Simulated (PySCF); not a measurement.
# How the method moves the gas-phase deprotonation enthalpies of oxoethenylium

Structure: `[CH+]=C=O` ([C2HO]+). Numbering: `[CH+:1]=[C:2]=[O:3]`

All levels share the PBE0-D3(BJ)/ma-def2-SVP structures and the PBE0-D3(BJ)/ma-def2-SVP thermal terms; only the single-point energies (PySCF) change. Values are gas-phase deprotonation enthalpies (298 K, kJ/mol).

```jsonl
{"level": "HF/ma-def2-TZVP", "C1": "622", "time": "1.1 s"}
{"level": "M06-2X/ma-def2-TZVP", "C1": "648", "time": "–"}
{"level": "MP2/ma-def2-TZVP", "C1": "682", "time": "5.4 s"}
{"level": "CCSD(T)/ma-def2-TZVP", "C1": "683", "time": "3.5 min"}
```

Times are wall times for all single points of a level on 1 thread of Arm Neoverse V1, a shared host; the dash marks the run that also made the structures.

Hartree-Fock leaves out electron correlation, so its deprotonation energies can be off by tens of kJ/mol.

The spread: 62 kJ/mol, from 622 to 683.

Differences come from unrounded values, so a last digit can differ from that of the printed terms.
